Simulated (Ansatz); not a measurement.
# H₂Cl (doublet): from Hartree-Fock to the top rungs at distance H1–H2 along a hydrogen transfer = 1.328 Å, cc-pVDZ

Aim: climb from Hartree-Fock through coupled cluster and multireference methods for H₂Cl (doublet) at one geometry and basis, and see what each rung misses.

The runs use Ansatz 0.2.0, Gaussian basis; cc-pVDZ, core rule «outside noble gas», up to 5 orbitals frozen.

Plan: UHF; CCSD(T) on ROHF; CCSD(T) on UHF; BCCD(T) on ROHF; CISD; CCSDT(Q) on ROHF; CCSDT(Q) on UHF; CCSDTQ on ROHF; CCSDTQ on UHF; CASSCF and MRCISD+Q, 3 electrons in 3 orbitals; CASSCF and NEVPT2, 3 electrons in 3 orbitals; CASSCF and MRCISD+Q, 9 electrons in 6 orbitals; CASSCF and NEVPT2, 9 electrons in 6 orbitals; Full CI.

## Step 1: The geometry

The geometry derives from fragments relaxed apart (PBE0/def2-TZVP) and kept rigid, so it is no stationary point. A hydrogen atom is moved between rigid fragments.

3 atoms, charge 0, spin multiplicity 2.

Atoms are counted from 1 here; the program's logs count them from 0.

Bond lengths: H2–Cl3 1.350 Å.

As a file:

```xyz
3

H     0.00000    0.00000   -1.33533
H     0.00000    0.00000   -0.00733
Cl    0.00000    0.00000    1.34267
```

## Step 2: UHF

Contents of in.yaml:

```yaml
crystal:
  periodic: [false, false, false]
  atoms:
    - {symbol: H, position_ang: [0.000000, 0.000000, -1.335333]}
    - {symbol: H, position_ang: [0.000000, 0.000000, -0.007333]}
    - {symbol: Cl, position_ang: [0.000000, 0.000000, 1.342667]}
basis:
  gaussian: {orbitals: cc-pVDZ}
magnetization: {spin_polarized: true, initial_magnetization: 1}
hamiltonian: {xc: hf}
output: {orbitals: {seedname: orbitals}}
```

The run is started by

```bash
ansatz run in.yaml --threads 1 --pin off --events-out ev --progress --plain --max-ram 2816MiB --backend cpu
```

The runs that follow: CCSD(T) on ROHF; CCSD(T) on UHF; BCCD(T) on ROHF; CISD; CCSDT(Q) on ROHF; CCSDT(Q) on UHF; CCSDTQ on ROHF; CCSDTQ on UHF; CASSCF and MRCISD+Q, 3 electrons in 3 orbitals; CASSCF and NEVPT2, 3 electrons in 3 orbitals; CASSCF and MRCISD+Q, 9 electrons in 6 orbitals; CASSCF and NEVPT2, 9 electrons in 6 orbitals; Full CI.

Before running them: what should the planned runs give, taken together? Wanted: FCI below the RHF energy; RMP2 from FCI; UMP2 from FCI; RCCSD from FCI; RCCSD(T) from FCI; UCCSD(T) from FCI; RCCSDT(Q) from FCI; UCCSDT(Q) from FCI; NEVPT2 pair from FCI.

**Answer**, as computed:

```
                         quantity                                                                                                  value
         FCI below the RHF energy                                                                                             -4.7074 eV
                    RMP2 from FCI                                                                                        +13.20 kcal/mol
                    UMP2 from FCI                                                                                        +13.09 kcal/mol
                   RCCSD from FCI                                                                                         +2.10 kcal/mol
                RCCSD(T) from FCI                                                                                         +0.38 kcal/mol
                UCCSD(T) from FCI                                                                                         +0.38 kcal/mol
               RCCSDT(Q) from FCI                                                                                         +0.02 kcal/mol
               UCCSDT(Q) from FCI                                                                                         +0.02 kcal/mol
             NEVPT2 pair from FCI                                                                                        +12.01 kcal/mol
          NEVPT2 valence from FCI                                                                                        +20.28 kcal/mol
        MRCISD+Q valence from FCI                                                                                         +0.07 kcal/mol
levels within 1 kcal/mol (43 meV)  RCCSD(T), UCCSD(T), BCCD(T), RCCSDT, UCCSDT, RCCSDT(Q), UCCSDT(Q), RCCSDTQ, UCCSDTQ, MRCISD+Q valence
                    T1 diagnostic                                                                                                  0.016
   effectively unpaired electrons                                                                                                   1.03
```

RCCSD(T) misses by +0.38 kcal/mol, 0.4 % of the correlation energy. One determinant dominates. Of the multireference levels listed MRCISD+Q valence comes nearest in total energy (+0.07 kcal/mol), which doesn't show that its space is the better one. These misses are within one basis, not against nature; the frozen cores of restricted and unrestricted runs differ, which can shift their rows.
